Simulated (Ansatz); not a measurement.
**SiPO (doublet): the correlation ladder, def2-QZVPP**

The task here is to estimate one member of a computed series from the others.

Method: def2-QZVPP, core rule «outside noble gas», up to 11 orbitals frozen; program: Ansatz 0.2.0, Gaussian basis.

To be run: UHF; ROHF; CCSD(T) on UHF.

2 further runs of the same task are left out: 2 set aside as unsound or not needed.

### What is computed

The geometry is a PBE0/def2-TZVP stationary point (not a proven minimum).

3 atoms, charge 0, spin multiplicity 2.

Atoms are counted from 1 here; the program's logs count them from 0.

Bond lengths: P1–O2 1.620 Å, O2–Si3 1.627 Å. Angles: P1–O2–Si3 180.0°.

Coordinates:

```xyz
3
OPSi
P     0.0000    0.0000   -1.6221
O     0.0000    0.0000   -0.0026
Si    0.0000    0.0000    1.6247
```

The first run:

in.yaml

```yaml
crystal:
  periodic: [false, false, false]
  atoms:
    - {symbol: P, position_ang: [0.000000, 0.000000, -1.622100]}
    - {symbol: O, position_ang: [0.000000, 0.000000, -0.002600]}
    - {symbol: Si, position_ang: [0.000000, 0.000000, 1.624700]}
basis:
  gaussian: {orbitals: "def2-QZVPP.json"}
magnetization: {spin_polarized: true, initial_magnetization: 1}
hamiltonian: {xc: hf}
output: {orbitals: {seedname: orbitals}}
```

Started as:

```
ansatz run in.yaml --threads 1 --pin off --events-out ev --progress --plain --max-ram 2393MiB
```

Among the steps run: UHF; ROHF; CCSD(T) on UHF.

One of the session's tables, all rows but one given; the rest of the session is left out.

```
  method  from UCCSD(T) (meV)
    ROHF             +15026.0
     UHF             +13154.6
    UMP2              +1327.0
   UCCSD                    ?
UCCSD(T)                    0
```

**Question.** Estimate the row for UCCSD.

The run gave: from UCCSD(T) (meV): +624.2. In the column «from UCCSD(T) (meV)» it lies between UCCSD(T) (0) and UMP2 (+1327.0).

Caveats from the session: The determinant is far from a pure spin state, so its energy mixes those of several spin states (harmless only where they are near-degenerate, as at dissociation).
